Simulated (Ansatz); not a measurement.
Results of LDA (Ansatz, a quantum-chemistry and plane-wave program, plane waves, PAW) for fluorite SrCl2.

Run with plane-wave cutoff 520 eV, 6×6×6 k mesh, perturbation theory, scalar-relativistic PAW data made under PBE.

The cell has the measured lattice parameters. Conventional cell: a = 6.9744 Å, b = 6.9744 Å, c = 6.9744 Å, α = 90.00°, β = 90.00°, γ = 90.00°.

```cif
data_Cl8Sr4
_chemical_formula_sum 'Sr4 Cl8'
_space_group_name_H-M_alt 'Fm-3m'
_space_group_IT_number 225
_space_group_name_Hall '-F 4 2 3'
_cell_length_a 6.97440
_cell_length_b 6.97440
_cell_length_c 6.97440
_cell_angle_alpha 90.000
_cell_angle_beta 90.000
_cell_angle_gamma 90.000
loop_
_atom_site_label
_atom_site_type_symbol
_atom_site_symmetry_multiplicity
_atom_site_Wyckoff_symbol
_atom_site_fract_x
_atom_site_fract_y
_atom_site_fract_z
_atom_site_occupancy
Sr1 Sr 4 a 0.00000 0.00000 0.00000 1
Cl1 Cl 8 c 0.25000 0.25000 0.25000 1
```
(The calculation used a cell of 3 atoms; values per cell refer to that cell.)

Harmonic phonon frequencies (cm⁻¹; i marks an imaginary mode; at Γ without the LO shift):

| q point | frequencies |
|---|---|
| Γ | 0 0 0 126 126 126 167 167 167 |
| X | 66 75 75 93 93 144 172 172 194 |
| L | 65 65 116 143 143 145 145 159 166 |

No imaginary mode appears at these points.

Note: the cell isn't this level's own, so it is under some stress, which shifts stiffness and frequencies.
